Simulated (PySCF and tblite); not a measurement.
Values are calculated unless marked as measured or tabulated.
1-piperideine, C₅H₉N, numbered as in [CH:1]1=[N:2][CH2:3][CH2:4][CH2:5][CH2:6]1.

Classical Langevin dynamics with GFN2-xTB (tblite), gas phase: time step 1.5 fs, H mass 4 u, friction 0.001 fs⁻¹, 1000 steps to settle and 5000 to sample, one trajectory a temperature from the lowest conformer.

GIAO shieldings at B3LYP/pcSseg-1 (PySCF) on 11 frames a temperature; like atoms are averaged, and of two unlike H on one atom a is the less shielded at the minimum.

Q: How far do thermal motions move the shieldings from their values at the minimum?

A: 
| signal | σ at minimum (ppm) | Δσ, 350 K |
| --- | --- | --- |
| C1 | 16.1 | -4.0 ± 1.2 |
| N2 | -119.4 | -10.9 ± 3.9 |
| C3 | 127.1 | -1.5 ± 1.6 |
| C4 | 154.1 | -1.4 ± 1.6 |
| C5 | 157.5 | -1.5 ± 1.8 |
| C6 | 148.4 | -0.5 ± 1.5 |
| H1 | 23.98 | -0.18 ± 0.14 |
| H3 | 27.84 | -0.19 ± 0.16 |
| H4 | 30.28 | -0.30 ± 0.25 |
| H5 | 30.19 | -0.13 ± 0.26 |
| H6 | 29.79 | -0.13 ± 0.23 |

Errors are standard errors over frames. Zero-point motion is missing, and a reference compound would move too.

Q: What do the single frames at 350 K give for C5?

A: 
```tsv
t (fs)	V above the minimum, tight binding (kcal/mol)	E above it, DFT (kcal/mol)	torsions (°)	σ (ppm)
1840	12.4	13.2	none	156.5
2522	13.1	13.5	none	159.7
3204	15.5	13.4	none	148.3
3886	13.9	14.1	none	142.1
4568	8.1	6.7	none	156.9
5250	11.7	11.4	none	157.6
5932	17.6	18.6	none	158.1
6614	11.4	11.9	none	161.3
7296	15.7	16.7	none	153.0
7978	14.6	14.7	none	161.2
8660	20.5	18.5	none	161.4
```

Changes within two standard errors are not significant.
